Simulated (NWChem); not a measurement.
Program: NWChem. System: FLi, charge 0, spin multiplicity 1, at a geometry optimised with B3LYP/def2-SVP. The structure started from a generated list of species. Level: TD-PBE/def2-SVPD.

Job file:

```
start mol
memory heap 200 mb stack 900 mb global 1100 mb
geometry units angstroms nocenter noautoz
  Li     0.000000     0.000000    -1.146724
  F      0.000000     0.000000     0.382241
  symmetry group C2v
end
basis spherical
  * library def2-svpd
end
dft
  xc xpbe96 cpbe96
  semidirect memsize 60000000 filesize 0
  iterations 100
end
tddft
  rpa
  nroots 6
  notriplet
  thresh 1e-4
end
task tddft energy
```

NWChem printed:

```
             Northwest Computational Chemistry Package (NWChem) 7.3.0
             --------------------------------------------------------

                                NWChem Input Module
                                -------------------

 Scaling coordinates for geometry "geometry" by  1.889725989
 (inverse scale =  0.529177249)

 Turning off AUTOSYM since
 SYMMETRY directive was detected!

                             Geometry "geometry" -> ""
                             -------------------------

 Output coordinates in angstroms (scale by  1.889725989 to convert to a.u.)

  No.       Tag          Charge          X              Y              Z
 ---- ---------------- ---------- -------------- -------------- --------------
    1 Li                   3.0000     0.00000000     0.00000000    -1.14672400
    2 F                    9.0000     0.00000000     0.00000000     0.38224100

 Effective nuclear repulsion energy (a.u.)       9.3447434853

            Nuclear Dipole moment (a.u.)
            ----------------------------
        X                 Y               Z
 ---------------- ---------------- ----------------
     0.0000000000     0.0000000000    -0.0000056692

      Symmetry information
      --------------------

 Group name             C2v
 Group number             16
 Group order               4
 No. of unique centers     2

      Symmetry unique atoms

     1    2


 Summary of "ao basis" -> "" (spherical)
 ------------------------------------------------------------------------------
       Tag                 Description            Shells   Functions and Types
 ---------------- ------------------------------  ------  ---------------------
 *                         def2-svpd                  on all atoms

  pbe96 is a nonlocal functional; adding pw91lda local functional.

                                 NWChem DFT Module
                                 -----------------

 Summary of "ao basis" -> "ao basis" (spherical)
 ------------------------------------------------------------------------------
       Tag                 Description            Shells   Functions and Types
[...]
          sigma_h =   0.7539 Angstrom
         |d_h->e| =   2.5113 Angstrom
            d_exc =   3.4647 Angstrom
            d_CD1 =   4.0230 Angstrom
            d_CD2 =   1.0015 Angstrom
            d_CD3 =   5.9760 Angstrom
     Pearson C.C. =   0.0011

     Occ.    4  a1  ---  Virt.    7  a1  -0.99962 X
  ----------------------------------------------------------------------------
  Root   4 singlet a2             0.240453250 a.u.                6.5431 eV
  ----------------------------------------------------------------------------
     Transition Moments    X  0.00000   Y -0.00000   Z  0.00000
     Transition Moments   XX -0.00000  XY  0.87960  XZ  0.00000
     Transition Moments   YY  0.00000  YZ -0.00000  ZZ -0.00000
     Dipole Oscillator Strength                    0.0000000000
     Electric Quadrupole                           0.0000000573
     Magnetic Dipole                               0.0000000000
     Total Oscillator Strength                     0.0000000573

          sigma_e =   3.2568 Angstrom
          sigma_h =   0.8190 Angstrom
         |d_h->e| =   1.7229 Angstrom
            d_exc =   3.7743 Angstrom
            d_CD1 =   4.1607 Angstrom
            d_CD2 =  -0.3150 Angstrom
            d_CD3 =   5.4972 Angstrom
     Pearson C.C. =   0.0001

     Occ.    5  b1  ---  Virt.    9  b2   0.70705 X
     Occ.    6  b2  ---  Virt.    8  b1   0.70705 X
  ----------------------------------------------------------------------------
  Root   5 singlet a1             0.240453492 a.u.                6.5431 eV
  ----------------------------------------------------------------------------
     Transition Moments    X -0.00000   Y -0.00000   Z -0.00000
     Transition Moments   XX  0.87959  XY  0.00000  XZ -0.00000
     Transition Moments   YY -0.87959  YZ -0.00000  ZZ  0.00000
     Dipole Oscillator Strength                    0.0000000000
     Electric Quadrupole                           0.0000000573
     Magnetic Dipole                               0.0000000000
     Total Oscillator Strength                     0.0000000573

          sigma_e =   3.2568 Angstrom
          sigma_h =   0.8190 Angstrom
         |d_h->e| =   1.7229 Angstrom
            d_exc =   3.7743 Angstrom
            d_CD1 =   4.1607 Angstrom
            d_CD2 =  -0.3150 Angstrom
            d_CD3 =   5.4972 Angstrom
     Pearson C.C. =   0.0001

     Occ.    5  b1  ---  Virt.    8  b1   0.70705 X
     Occ.    6  b2  ---  Virt.    9  b2  -0.70705 X
  ----------------------------------------------------------------------------
  Root   6 singlet a2             0.241601497 a.u.                6.5743 eV
  ----------------------------------------------------------------------------
     Transition Moments    X -0.00000   Y -0.00000   Z  0.00000
     Transition Moments   XX -0.00000  XY -0.00000  XZ -0.00000
     Transition Moments   YY -0.00000  YZ -0.00000  ZZ  0.00000
     Dipole Oscillator Strength                    0.0000000000
     Electric Quadrupole                           0.0000000000
     Magnetic Dipole                               0.0000000000
     Total Oscillator Strength                     0.0000000000

          sigma_e =   3.2510 Angstrom
          sigma_h =   0.8190 Angstrom
         |d_h->e| =   1.6983 Angstrom
            d_exc =   3.7582 Angstrom
            d_CD1 =   4.1304 Angstrom
            d_CD2 =  -0.3367 Angstrom
            d_CD3 =   5.4566 Angstrom
     Pearson C.C. =   0.0000

     Occ.    5  b1  ---  Virt.    9  b2  -0.70711 X
     Occ.    6  b2  ---  Virt.    8  b1   0.70711 X

              Target root =      1
          Target symmetry = none
      Ground state energy =   -107.233204174011
        Excitation energy =      0.174695931623
     Excited state energy =   -107.058508242387

  stored tddft:energy   -107.05850824238719

 Task  times  cpu:        1.7s     wall:        1.7s

 Total times  cpu:        1.7s     wall:        1.7s
```
